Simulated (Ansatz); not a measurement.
## HB–Ga–Cl⁺, quartet: the ladder up to UCCSDT(Q)

Geometry: that of the HB–Ga–Cl, triplet, kept fixed. The doublet lies 3.9 eV lower here.

```csv
atom,x (Å),y (Å),z (Å)
B,0.0000,-0.3428,2.2964
Ga,0.0000,0.0981,0.4394
Cl,0.0000,-0.0891,-1.6618
H,0.0000,0.0237,3.4216
```

Basis cc-pVDZ; Ansatz 0.2.0. Only valence electrons are correlated (noble-gas cores and the filled d shells of p-block atoms frozen), which leaves 13 electrons in 44 orbitals. Prefix R: restricted or restricted open-shell reference; prefix U: unrestricted. No spin–orbit coupling is included, and no scalar relativity.

Full CI isn't at hand for all of this; UCCSDT(Q) serves as the reference, and is uncertain by the last step of the cluster series or more.

- UHF ⟨S²⟩: 3.761
- T1 diagnostic (RCCSD): 0.0432
- largest doubles amplitude (RCCSD): 0.058
- T1 diagnostic (UCCSD): 0.0388

Question: From what is known of these methods and the diagnostics, rank them by the size of their error in total energy against UCCSDT(Q) in cc-pVDZ, smallest first (an estimate: the text doesn't fix the numbers).
A. UCCSDT
B. UCCSD
C. UCCSD(T)
D. UMP2
E. UHF

Answer: A (2.3 kJ/mol), C (7.4 kJ/mol), B (29.8 kJ/mol), D (124.9 kJ/mol), E (699.5 kJ/mol).

All errors are against UCCSDT(Q) in cc-pVDZ. Within each family the higher level lies nearer, as is usual though not guaranteed.
